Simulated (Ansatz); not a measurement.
**Worked example: correlation energy of Ga–N–GaH⁺, doublet**

Geometry: that of the Ga–N–GaH, singlet, kept fixed.

```yaml
atoms:
  - { symbol: Ga, position_ang: [0.0000, 0.0000, -2.6002] }
  - { symbol: N, position_ang: [0.0000, 0.0000, -0.7649] }
  - { symbol: Ga, position_ang: [0.0000, 0.0000, 0.9181] }
  - { symbol: H, position_ang: [0.0000, 0.0000, 2.4469] }
```

Basis cc-pVDZ; Ansatz 0.2.0. Only valence electrons are correlated (noble-gas cores and the filled d shells of p-block atoms frozen), which leaves 11 electrons in 44 orbitals. Prefix R: restricted or restricted open-shell reference. No spin–orbit coupling is included, and no scalar relativity.

Full CI isn't at hand for all of this; RCCSDT(Q) serves as the reference, and is uncertain by the last step of the cluster series or more.

RCCSD has a T1 diagnostic of 0.032 and a largest doubles amplitude of 0.05.

The cluster runs stand on a determinant 0.08 eV above the lowest RHF solution, chosen by a search with trial CCSD; the correlation energy below is counted from it.

Runs differ by some tens of microhartree through their thresholds and, for an open shell, their frozen cores, so steps under 0.03 kcal/mol mean nothing.

Here the R and U totals at CCSDT(Q) differ by 0.45 kcal/mol, a measure of how far such totals hang on the determinant and its frozen core.

```tsv
level	total energy (hartree)
RHF determinant under the cluster runs	-3901.173902
RMP2	-3901.431323
RCCSD	-3901.439428
RCCSD(T)	-3901.452463
RCCSDT	-3901.453196
RCCSDT(Q)	-3901.454587
```

Task: What is the correlation energy at RCCSDT(Q), and what share of it do RMP2 and RCCSDT recover?

Result: E(corr) = -3901.454587 − (-3901.173902) = -0.280685 hartree = -7.638 eV. RMP2: -0.257421 / -0.280685 = 91.71 %. RCCSDT: -0.279294 / -0.280685 = 99.50 %.

Task: By how many kcal/mol does RCCSD(T) miss RCCSDT(Q) (1 hartree = 627.509 kcal/mol), and which steps make up the rest?

Result: -3901.452463 − (-3901.454587) = 0.002124 hartree = 1.33 kcal/mol. Steps: RCCSDT − RCCSD(T) = -0.46, RCCSDT(Q) − RCCSDT = -0.87 kcal/mol. Differences between like states or geometries often cancel part of this.
